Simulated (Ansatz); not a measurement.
I need a single point in a Gaussian basis of C3H6F2O, SMILES CC(O)(F)CF. Use Ansatz 0.2.0, Python API. Level of theory: LC-wPBE, def2-SVP basis, multiplicity 1.

```xyz
12

C    -1.0253   -0.7258   -0.6259
C    -0.2077    0.0984    0.3258
O    -0.6864    1.4459    0.3698
F    -0.3013   -0.3897    1.5723
C     1.2755    0.0338   -0.0645
F     1.9917    0.8015    0.8439
H    -0.7619   -1.7351   -0.6541
H    -0.9727   -0.2551   -1.6582
H    -2.1200   -0.6107   -0.2883
H    -0.2358    1.7902    1.2185
H     1.6464   -0.9819    0.0164
H     1.4744    0.4732   -1.0217
```

The script, `energy.py`:
```python
"""Electronic structure of the C3H6F2O molecule."""

import argparse
import warnings

import ansatz as az
import numpy as np

parser = argparse.ArgumentParser(description="Electronic structure of the C3H6F2O molecule.")
parser.add_argument("--basis", default="def2-SVP", help="Gaussian basis set")
parser.add_argument("--xc", default="lc_wpbe", help="exchange-correlation functional")
args = parser.parse_args()


def main() -> None:
    warnings.simplefilter("ignore", az.DeckWarning)

    geometry_ang = [
        ("C", [-1.0253, -0.7258, -0.6259]),
        ("C", [-0.2077, 0.0984, 0.3258]),
        ("O", [-0.6864, 1.4459, 0.3698]),
        ("F", [-0.3013, -0.3897, 1.5723]),
        ("C", [1.2755, 0.0338, -0.0645]),
        ("F", [1.9917, 0.8015, 0.8439]),
        ("H", [-0.7619, -1.7351, -0.6541]),
        ("H", [-0.9727, -0.2551, -1.6582]),
        ("H", [-2.12, -0.6107, -0.2883]),
        ("H", [-0.2358, 1.7902, 1.2185]),
        ("H", [1.6464, -0.9819, 0.0164]),
        ("H", [1.4744, 0.4732, -1.0217]),
    ]
    system = az.Crystal.molecule()
    for symbol, xyz in geometry_ang:
        system = system.atom(symbol, xyz)

    model = (
        system.calculation()
        .basis(gaussian=args.basis)
        .functional(args.xc)
        .forces()  # eV per angstrom
    )
    print(model.to_yaml())
    res = model.run()
    summary = res.report

    print("reference energy %16.6f eV" % summary["reference_energy_ev"])
    print("total energy     %16.6f eV" % summary["free_energy_ev"])
    print("occupied orbitals outside the frozen core (up, down):", summary["n_occupied"], " frozen:", summary["n_frozen"], " virtual:", summary["n_virtual"])

    symbols = [site.symbol for site in system.cartesian_sites]
    print("forces (eV/A)")
    for symbol, f in zip(symbols, summary["forces_ev_ang"]):
        print(f"  {symbol:2s} {f[0]:9.4f} {f[1]:9.4f} {f[2]:9.4f}")

    charges = summary["charge_distribution"]
    print("dipole moment", round(4.803205 * float(np.linalg.norm(charges["dipole_moment_e_ang"])), 3), "D")
    print("Mulliken:", [(s, round(q, 3)) for s, q in zip(symbols, charges["mulliken_charges_e"])])


if __name__ == "__main__":
    main()
```

```console
$ python energy.py
crystal:
  periodic: [false, false, false]
  atoms:
    - { symbol: C, position_ang: [-1.0253, -0.7258, -0.6259] }
    - { symbol: C, position_ang: [-0.2077, 0.0984, 0.3258] }
    - { symbol: O, position_ang: [-0.6864, 1.4459, 0.3698] }
    - { symbol: F, position_ang: [-0.3013, -0.3897, 1.5723] }
    - { symbol: C, position_ang: [1.2755, 0.0338, -0.0645] }
    - { symbol: F, position_ang: [1.9917, 0.8015, 0.8439] }
    - { symbol: H, position_ang: [-0.7619, -1.7351, -0.6541] }
    - { symbol: H, position_ang: [-0.9727, -0.2551, -1.6582] }
    - { symbol: H, position_ang: [-2.12, -0.6107, -0.2883] }
    - { symbol: H, position_ang: [-0.2358, 1.7902, 1.2185] }
    - { symbol: H, position_ang: [1.6464, -0.9819, 0.0164] }
    - { symbol: H, position_ang: [1.4744, 0.4732, -1.0217] }
basis:
  gaussian:
    orbitals: def2-SVP
hamiltonian:
  xc: lc_wpbe
output:
  forces: true

reference energy    -10675.461334 eV
total energy        -10675.461334 eV
occupied orbitals outside the frozen core (up, down): [25, 25]  frozen: 0  virtual: [89, 89]
forces (eV/A)
  C    -2.7225    3.3494   -0.6156
  C     0.3771    1.4305   -1.3403
  O     1.6803   -1.0217    1.8072
  F    -0.1437   -0.6883    1.1652
  C    -0.1203    1.0226    1.7555
  F    -0.1989   -0.1280   -0.0043
  H     0.6743   -2.0153    0.0181
  H     0.0136   -0.6358    1.0305
  H     1.4739   -0.3430   -0.4885
  H    -0.9608   -0.4873   -2.0550
  H     0.0667   -0.5843   -0.1700
  H    -0.1397    0.1012   -1.1028
dipole moment 1.877 D
Mulliken: [('C', -0.06), ('C', 0.076), ('O', -0.308), ('F', -0.192), ('C', 0.283), ('F', -0.269), ('H', 0.046), ('H', 0.067), ('H', 0.08), ('H', 0.204), ('H', 0.037), ('H', 0.036)]
```

Total energies depend on the basis set; only differences at equal settings carry meaning. The geometry is a force-field or estimated start, not a minimum of this method, and the basis set is short of its limit. Finished in 5.4 s on 1 thread of Arm Neoverse V1, with other jobs on the host, peak memory 0.26 GiB.
